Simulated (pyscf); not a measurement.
Optimised with ωB97X-D3(BJ)/def2-SVP in PySCF.

`[CH]#[C][CH3]` + `[OH2]` → `[CH3][CH]=[CH][OH]`
Surface: singlet. Broken: H–O. Formed: C–H, C–O. Give ΔE‡ and ΔE from ωB97X-D3(BJ)/def2-TZVP, relative to the separated reactants.

ΔE‡ = 2.29 eV, ΔE = -1.40 eV. CCSD(T)/def2-TZVPP + ΔMP2(QZVPP) gives 2.48 eV and -1.12 eV. Zero-point energy shifts the barrier by +0.03 eV. It is an addition across a multiple bond or ene-type step, with an imaginary mode of 821i cm⁻¹. On the product side the descent ends in a point that may be a rotor saddle (no frequency run), 0.06 eV over the lowest minimum found and 3.62 eV under the saddle at ωB97X-D3(BJ)/def2-TZVP. One saddle was located; it need not be the lowest between these sides. The CCSD(T) − MP2 part came from Ansatz, without density fitting, on the same reference.
